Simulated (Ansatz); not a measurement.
A nudged elastic band was laid between two geometries of H2S + H6Si2 (11 atoms, charge 0, multiplicity 1).

Method: Ansatz, RKS PBE-D4/def2-SVP.

```
movable images  : 9
climbing image  : yes
spring          : 5.0 eV/Å²
optimiser       : quadratic models (default)
start path      : through a guess of the saddle point
force threshold : 0.03 eV/Å
iteration limit : 60
end points      : relaxed
```

Initial state:

```xyz
11
Properties=species:S:1:pos:R:3
Si 0.396 -0.071 -0.006
Si 0.202 -0.093 2.345
H -0.734 -1.182 2.802
H 1.546 -0.359 2.975
H -0.298 1.228 2.867
H 1.827 -0.331 -0.404
H -0.011 1.260 -0.576
H -0.452 -1.151 -0.627
S -3.035 0.480 0.907
H -3.150 -0.829 0.553
H -3.169 0.176 2.227
```

Final state:

```xyz
11
Properties=species:S:1:pos:R:3
Si -0.421 0.204 -0.820
Si -0.325 -0.416 3.270
H -0.746 -0.626 4.698
H 1.136 -0.735 3.127
H -0.588 1.004 2.863
H 0.564 0.050 0.309
H 0.084 1.233 -1.788
H -0.560 -1.124 -1.513
S -2.324 0.973 -0.142
H -2.580 -0.093 0.669
H -1.120 -1.342 2.388
```

(1) Which bonds break or form, and what moves?

(2) What energy profile does the band end with?

(3) What is the geometry of the highest image?

Answers

(1) Bonds broken: Si1–Si2, S9–H11. Bonds formed: Si1–S9, Si2–H11. H2S + H6Si2 becomes H4SSi + H4Si.

(2) The run converged. The highest image is number 5 of 0 to 10, 185.7 kJ/mol above the first end and 218.7 kJ/mol above the last; the last end lies 33.0 kJ/mol below the first. Neighbouring images differ by up to 2.0 eV, so the band resolves the path poorly. A vibrational analysis at the climbing image gives one clearly imaginary mode, 988i cm⁻¹: a first-order saddle point. The orbitals stay closed-shell, which can raise the energy where a bond breaks towards radicals; this wasn't checked here.

```
image  path coordinate (Å)  energy (kJ/mol)  Si1–Si2 (Å)  S9–H11 (Å)  Si1–S9 (Å)
    0                 0.00              0.0         2.36        1.36        3.59
    1                 1.07              1.9         2.36        1.36        3.62
    2                 2.14              3.2         2.35        1.36        3.69
    3                 3.20              5.7         2.36        1.36        3.65
    4                 4.27             45.3         2.38        1.38        3.18
    5                 5.34            185.7         2.64        1.79        2.55
    6                 6.96             -5.1         3.56        2.46        2.18
    7                 8.57            -32.0         4.28        3.23        2.16
    8                10.19            -32.3         4.08        3.37        2.16
    9                11.81            -32.5         4.03        3.44        2.16
   10                13.43            -33.0         4.14        3.63        2.16
```

(3) 
```xyz
11
Properties=species:S:1:pos:R:3
Si -0.318 0.085 0.017
Si -0.110 0.027 2.643
H -1.113 0.080 3.772
H 0.677 -1.249 2.746
H 0.783 1.233 2.711
H 1.154 -0.016 0.438
H -0.487 1.508 -0.418
H -0.387 -1.003 -1.020
S -2.844 -0.089 0.310
H -2.786 -1.445 0.440
H -1.448 -0.004 1.423
```

Time of the run: 7.1 min on 2 threads of Arm Neoverse V2 (shared host), peak memory 0.14 GiB.
